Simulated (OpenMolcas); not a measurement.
**singlet [NH2]+, step by step**

Wanted: the energy (UHF/pcseg-0), then the energy (CASSCF(2,2)/pcseg-0), then a single-point energy (CASPT2(2,2)/pcseg-0), then a single-point energy (SC-NEVPT2(2,2)/pcseg-0), then a single-point energy (MRCI(2,2)/pcseg-0) of singlet [NH2]+. 

The calculation is run with OpenMolcas 26.06.

## Step 1: The structure to begin with

[NH2]+ has 3 atoms, charge +1, and is taken as a singlet. As SMILES of the parent species, `[NH2]`. The shape is that of a GFN2-xTB optimisation. That shape belongs to the parent species and isn't relaxed for this state.

Bond lengths: N1–H2 1.014 Å, N1–H3 1.014 Å. Angles: H2–N1–H3 110.0°.

## Step 2: A single-point energy at UHF/pcseg-0 (run 1)

The input, step1.input:

```
* H2N Hartree-Fock
&GATEWAY
BASLIB = $CurrDir
BASISSET
N.pcseg-0....
N1 0.307180 -0.182210 0.151440 angstrom
End of Basis
BASISSET
H.pcseg-0....
H2 0.155580 0.820260 0.174790 angstrom
H3 -0.462760 -0.638040 -0.326220 angstrom
End of Basis
&SEWARD
&SCF
UHF
CHARGE = 1
SCRAMBLE = 0.25
PRORBITALS = 1 1
```

The basis set pcseg-0 is read from a file made from the Basis Set Exchange's data (not shown).

On the command line:

```
export MOLCAS_MEM=1860
pymolcas step1.input > step1.log
```

The log of the run:

```text
--- Start Module: gateway ---
[...]
--- Stop Module: gateway /rc=_RC_ALL_IS_WELL_ ---
--- Start Module: seward ---
[...]
      Basis functions           13
--- Stop Module: seward /rc=_RC_ALL_IS_WELL_ ---
--- Start Module: scf ---
[...]
       Convergence after  22 Iterations
[...]
::    Total SCF energy                                -54.9928132486
[...]
      Total spin, S                                     0.5428408960
[...]
      Total electronic charge=    8.000000
      Total            charge=    1.000000
[...]
      Dipole Moment (debye):
      Origin of the operator (angstrom)=    0.2492   -0.1478    0.1229
                   X= -1.6098E+00               Y=  9.5484E-01               Z= -7.9362E-01           Total=  2.0330E+00
      Center of Charge (angstrom)
[...]
--- Stop Module: scf /rc=_RC_ALL_IS_WELL_ ---
[...]
```

Run time: 2.4 s. Hardware: 1 thread of AMD EPYC 7R43 (Zen 3), shared host; peak memory 0.37 GiB.

## Step 3: A single-point energy at CASSCF(2,2)/pcseg-0 (run 2)

The input, step2.input:

```
&GATEWAY
 BasLib = $CurrDir
 BasisSet
 N.pcseg-0....
 N1 0.307180 -0.182210 0.151440 angstrom
 End of Basis
 BasisSet
 H.pcseg-0....
 H2 0.155580 0.820260 0.174790 angstrom
 H3 -0.462760 -0.638040 -0.326220 angstrom
 End of Basis

&SEWARD

&RASSCF
 FileOrb = $CurrDir/step1.UnaOrb
 Spin = 1
 Nactel = 2 0 0
 Inactive = 3
 Ras2 = 2
 OrbListing = Nothing
 OrbAppear = Compact
```

The basis set pcseg-0 is read from a file made from the Basis Set Exchange's data (not shown).

On the command line:

```
export MOLCAS_MEM=1860
pymolcas step2.input > step2.log
```

The log of the run:

```text
--- Start Module: gateway ---
[...]
--- Stop Module: gateway /rc=_RC_ALL_IS_WELL_ ---
--- Start Module: seward ---
[...]
      Basis functions           13
--- Stop Module: seward /rc=_RC_ALL_IS_WELL_ ---
--- Start Module: rasscf ---
[...]
      Number of active orbitals                  2
[...]
      Spin quantum number                      0.0
[...]
      Active orbitals                            2
[...]
      Number of CSFs                             3
[...]
      Number of root(s) required                 1
[...]
      Convergence after 20 iterations
[...]
      printout of CI-coefficients larger than  0.05 for root  1
      energy=     -54.975279
      conf/sym  11     Coeff  Weight
             1  20   0.98903 0.97819
             3  02  -0.14770 0.02181
      Natural orbitals and occupation numbers for root  1
      sym 1:   1.956372   0.043628
      ************************************************************************************************************************
      *                                                    Final results                                                     *
[...]
::    RASSCF root number  1 Total energy:    -54.97527933
[...]
      Total electronic charge=    8.000000
      Total            charge=    1.000000
[...]
      Dipole Moment (debye):
      Origin of the operator (angstrom)=    0.2492   -0.1478    0.1229
                   X= -2.0695E+00               Y=  1.2276E+00               Z= -1.0202E+00           Total=  2.6135E+00
      Center of Charge (angstrom)
[...]
--- Stop Module: rasscf /rc=_RC_ALL_IS_WELL_ ---
[...]
```

Wall time 2.4 s (1 thread of AMD EPYC 7R43 (Zen 3), shared host); peak memory 0.37 GiB.

## Step 4: The energy at CASPT2(2,2)/pcseg-0 (run 3)

The input, step3.inp:

```
&GATEWAY
  BasLib = $CurrDir
  BasisSet
  N.pcseg-0....
  N1 0.307180 -0.182210 0.151440 angstrom
  End of Basis
  BasisSet
  H.pcseg-0....
  H2 0.155580 0.820260 0.174790 angstrom
  H3 -0.462760 -0.638040 -0.326220 angstrom
  End of Basis

&SEWARD

&RASSCF
  FileOrb = $CurrDir/step2.RasOrb
  Spin = 1
  Nactel = 2 0 0
  Inactive = 3
  Ras2 = 2
  OrbListing = Nothing
  OrbAppear = Compact

&CASPT2
  Imaginary = 0.1
  Frozen = 1
```

The basis set pcseg-0 is read from a file made from the Basis Set Exchange's data (not shown).

On the command line:

```
export MOLCAS_MEM=1860
pymolcas step3.inp > step3.log
```

The log of the run:

```text
--- Start Module: gateway ---
[...]
--- Stop Module: gateway /rc=_RC_ALL_IS_WELL_ ---
[...]
      Basis functions           13
[...]
--- Start Module: rasscf ---
[...]
      Number of active orbitals                  2
[...]
      Spin quantum number                      0.0
[...]
      Active orbitals                            2
[...]
      Number of CSFs                             3
[...]
      Number of root(s) required                 1
[...]
      Convergence after  4 iterations
[...]
      printout of CI-coefficients larger than  0.05 for root  1
      energy=     -54.975279
      conf/sym  11     Coeff  Weight
             1  20   0.98903 0.97819
             3  02  -0.14770 0.02181
      Natural orbitals and occupation numbers for root  1
      sym 1:   1.956372   0.043628
      ************************************************************************************************************************
      *                                                    Final results                                                     *
[...]
::    RASSCF root number  1 Total energy:    -54.97527933
[...]
      Total electronic charge=    8.000000
      Total            charge=    1.000000
[...]
      Dipole Moment (debye):
      Origin of the operator (angstrom)=    0.2492   -0.1478    0.1229
                   X= -2.0695E+00               Y=  1.2276E+00               Z= -1.0202E+00           Total=  2.6135E+00
      Center of Charge (angstrom)
[...]
--- Stop Module: rasscf /rc=_RC_ALL_IS_WELL_ ---
--- Start Module: caspt2 ---
[...]
 ###    WARNING: User changed nr of frozen orbitals.                         ###
 ###############################################################################
[...]
      E2 (Variational):          -0.0657236650
      Total energy:             -55.0410029945
[...]
      Reference weight:           0.98068
[...]
::    CASPT2 Root  1     Total energy:    -55.04100299
[...]
--- Stop Module: caspt2 /rc=_RC_ALL_IS_WELL_ ---
[...]
```

It took 2.1 s on 1 thread of AMD EPYC 7R43 (Zen 3), shared host; peak memory 0.37 GiB.

## Step 5: A single-point energy at SC-NEVPT2(2,2)/pcseg-0 (run 4)

The input, step4.inp:

```
&gateway
  baslib=$CurrDir
  basisset
  N.pcseg-0....
  N1 0.307180 -0.182210 0.151440 angstrom
  End of Basis
  basisset
  H.pcseg-0....
  H2 0.155580 0.820260 0.174790 angstrom
  H3 -0.462760 -0.638040 -0.326220 angstrom
  End of Basis

&seward

&rasscf
  fileorb=$CurrDir/step2.RasOrb
  spin=1
  nactel=2 0 0
  inactive=3
  ras2=2
  orblisting=Nothing
  orbappear=Compact

&caspt2
  sc-nevpt2
  frozen=1
```

The basis set pcseg-0 is read from a file made from the Basis Set Exchange's data (not shown).

On the command line:

```
export MOLCAS_MEM=1860
pymolcas step4.inp > step4.log
```

The log of the run:

```text
--- Start Module: gateway ---
[...]
--- Stop Module: gateway /rc=_RC_ALL_IS_WELL_ ---
[...]
      Basis functions           13
[...]
--- Start Module: rasscf ---
[...]
      Number of active orbitals                  2
[...]
      Spin quantum number                      0.0
[...]
      Active orbitals                            2
[...]
      Number of CSFs                             3
[...]
      Number of root(s) required                 1
[...]
      Convergence after  4 iterations
[...]
      printout of CI-coefficients larger than  0.05 for root  1
      energy=     -54.975279
      conf/sym  11     Coeff  Weight
             1  20   0.98903 0.97819
             3  02  -0.14770 0.02181
      Natural orbitals and occupation numbers for root  1
      sym 1:   1.956372   0.043628
      ************************************************************************************************************************
      *                                                    Final results                                                     *
[...]
::    RASSCF root number  1 Total energy:    -54.97527933
[...]
      Total electronic charge=    8.000000
      Total            charge=    1.000000
[...]
      Dipole Moment (debye):
      Origin of the operator (angstrom)=    0.2492   -0.1478    0.1229
                   X= -2.0695E+00               Y=  1.2276E+00               Z= -1.0202E+00           Total=  2.6135E+00
      Center of Charge (angstrom)
[...]
--- Stop Module: rasscf /rc=_RC_ALL_IS_WELL_ ---
--- Start Module: caspt2 ---
[...]
 ###    WARNING: User changed nr of frozen orbitals.                         ###
 ###############################################################################
[...]
      E2 (Variational):          -0.0632965697
[...]
      E2 (Variational):          -0.0632965527
      Total energy:             -55.0385758823
[...]
      Reference weight:           0.98217
[...]
::    SC-NEVPT2 Root  1     Total energy:    -55.03857588
[...]
--- Stop Module: caspt2 /rc=_RC_ALL_IS_WELL_ ---
[...]
```

Run time: 2.1 s. Hardware: 1 thread of AMD EPYC 7R43 (Zen 3), shared host; peak memory 0.37 GiB.

## Step 6: The energy at MRCI(2,2)/pcseg-0 (run 5)

The input, step5.input:

```
&GATEWAY
  BASLIB=$CurrDir
  BASISSET
  N.pcseg-0....
  N1 0.307180 -0.182210 0.151440 angstrom
  End of Basis
  BASISSET
  H.pcseg-0....
  H2 0.155580 0.820260 0.174790 angstrom
  H3 -0.462760 -0.638040 -0.326220 angstrom
  End of Basis

&SEWARD

&RASSCF
  FILEORB=$CurrDir/step2.RasOrb
  SPIN=1
  NACTEL=2 0 0
  INACTIVE=3
  RAS2=2
  ORBLISTING=Nothing
  ORBAPPEAR=Compact

&MOTRA
  LUMORB
  FROZEN=1

&GUGA
  ELECTRONS=6
  SPIN=1
  INACTIVE=2
  ACTIVE=2
  CIALL=1

&MRCI
  SDCI
```

The basis set pcseg-0 is read from a file made from the Basis Set Exchange's data (not shown).

On the command line:

```
export MOLCAS_MEM=1860
pymolcas step5.input > step5.log
```

The log of the run:

```text
--- Start Module: gateway ---
[...]
--- Stop Module: gateway /rc=_RC_ALL_IS_WELL_ ---
[...]
      Basis functions           13
[...]
      Number of active orbitals                  2
[...]
      Spin quantum number                      0.0
[...]
      Active orbitals                            2
[...]
      Number of CSFs                             3
[...]
      Number of root(s) required                 1
[...]
      Convergence after  4 iterations
[...]
      printout of CI-coefficients larger than  0.05 for root  1
      energy=     -54.975279
      conf/sym  11     Coeff  Weight
             1  20   0.98903 0.97819
             3  02  -0.14770 0.02181
      Natural orbitals and occupation numbers for root  1
      sym 1:   1.956372   0.043628
      ************************************************************************************************************************
      *                                                    Final results                                                     *
[...]
::    RASSCF root number  1 Total energy:    -54.97527933
[...]
      Dipole Moment (debye):
      Origin of the operator (angstrom)=    0.2492   -0.1478    0.1229
                   X= -2.0695E+00               Y=  1.2276E+00               Z= -1.0202E+00           Total=  2.6135E+00
      Center of Charge (angstrom)
[...]
      *** WARNING: Default frozen orbitals is overwritten by user input.
      *** Default values:   1
[...]
--- Start Module: guga ---
[...]
--- Stop Module: guga /rc=_RC_ALL_IS_WELL_ ---
--- Start Module: mrci ---
[...]
       (But an ACPF correction will be computed)
       USE THE DEFAULT ACPF G-VALUE GFAC=  0.33333333333333331
[...]
                      CI ENERGY:   -55.05395361
[...]
                ACPF CORRECTION:    -0.00193394
[...]
      Total electronic charge=    8.000000
      Total            charge=    1.000000
[...]
     ACPF CORRECTION:     -0.00193394
[...]
  CI State   1     Total energy:    -55.05395361     QDav:     -0.00293701     QACPF:     -0.00193394
[...]
--- Stop Module: mrci /rc=_RC_ALL_IS_WELL_ ---
[...]
```

It took 2.2 s on 1 thread of AMD EPYC 7R43 (Zen 3), shared host; peak memory 0.37 GiB.

## Step 7: What came out

| quantity | value |
| --- | --- |
| run 1, UHF/pcseg-0: total energy | -54.99281 Eh |
| run 1, UHF/pcseg-0: HOMO energy | -26.64 eV |
| run 1, UHF/pcseg-0: LUMO energy | -8.67 eV |
| run 1, UHF/pcseg-0: HOMO–LUMO gap | 17.97 eV |
| run 1, UHF/pcseg-0: ⟨S²⟩ | 0.838 |
| run 2, CASSCF(2,2)/pcseg-0: total energy | -54.97528 Eh |
| run 3, CASPT2(2,2)/pcseg-0: total energy | -55.04100 Eh |
| run 4, SC-NEVPT2(2,2)/pcseg-0: total energy | -55.03858 Eh |
| run 5, MRCI(2,2)/pcseg-0: total energy | -55.05395 Eh |

⟨S²⟩ (run 1, UHF/pcseg-0) is 0.84 where a pure singlet has 0.00: the reference is spin-contaminated. Mulliken charges (run 2, CASSCF(2,2)/pcseg-0) run from +0.08 on N1 to +0.46 on H3. Mulliken charges (run 3, CASPT2(2,2)/pcseg-0) of the CASSCF density run from +0.08 on N1 to +0.46 on H3; they depend strongly on the basis. Mulliken charges (run 4, SC-NEVPT2(2,2)/pcseg-0) of the CASSCF density run from +0.08 on N1 to +0.46 on H3; they depend strongly on the basis. Mulliken charges (run 5, MRCI(2,2)/pcseg-0) of the CASSCF density run from +0.08 on N1 to +0.46 on H3.
